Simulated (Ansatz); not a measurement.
`FC1=CCC=C1` + CH₄ → `CC1=CCC=C1` + H–F  (formal exchange of groups at a C–F bond)

Program: Ansatz. Geometries: PBE0-D4/def2-TZVP. ΔE: electronic, gas phase. CBS: MP2 limit from def2 TZ/QZ plus the TZ coupled-cluster correction, frozen cores. This one scheme is used for every species. DFT in def2-TZVPP.

`FC1=CCC=C1`:

Z-matrix (Å, degrees):
```
C
C 1 1.495
C 1 1.492 2 104.2
H 1 1.098 2 111.2 3 -121.0
H 1 1.098 2 111.2 3 121.0
C 2 1.340 1 109.4 3 -0.0
H 2 1.081 1 123.9 3 180.0
C 3 1.337 1 106.9 2 0.0
H 3 1.079 1 125.9 2 180.0
H 6 1.081 2 128.0 1 -180.0
F 8 1.330 3 126.7 1 -180.0
```

CH₄:

Cartesian coordinates in Å:
```
C 0.000 0.000 0.000
H 0.332 -0.271 -1.002
H -1.072 0.195 -0.013
H 0.528 0.895 0.328
H 0.212 -0.819 0.687
```

`CC1=CCC=C1`:

Cartesian coordinates in Å:
```
C 0.146 2.069 0.212
C 0.053 0.593 0.053
C 0.894 -0.223 -0.607
C 0.414 -1.631 -0.507
C -0.830 -1.512 0.309
C -1.023 -0.223 0.623
H 1.024 2.469 -0.298
H 0.209 2.348 1.269
H -0.740 2.566 -0.194
H 1.788 0.077 -1.136
H 1.152 -2.289 -0.029
H 0.214 -2.073 -1.492
H -1.457 -2.348 0.588
H -1.843 0.176 1.209
```

H–F:

Z-matrix (Å, degrees):
```
F
H 1 0.920
```

```csv
level,ΔE (kcal/mol),difference from CCSD(T)/CBS
PBE-D4,-7.0,4.0
r2SCAN-D4,-6.1,4.9
PBE0-D4,-8.3,2.7
BHLYP-D4,-7.6,3.4
ωB97M-V,-7.3,3.7
PBE,-5.7,5.3
MP2/def2-SVP,-9.1,1.9
MP2/def2-TZVPP,-12.5,-1.5
HF/def2-QZVPP,-5.9,5.1
MP2/CBS(def2),-13.6,-2.6
CCSD(T)/CBS,-11.0,0
```

Largest T1 diagnostic among the species: 0.012.

In def2-TZVPP, CCSD(T) changes the Hartree–Fock value by −4.1 kcal/mol (the triples alone add −0.2 kcal/mol) and MP2 by −6.7 kcal/mol. The D4 term adds −1.9 kcal/mol with B3LYP and −1.1 kcal/mol with PBE0; it sums over pairs of atoms, weighted by their polarisabilities, and B3LYP, whose exchange is more repulsive, gets the larger term.

B3LYP here is the variant with VWN-RPA as its local correlation; programs differ in this.
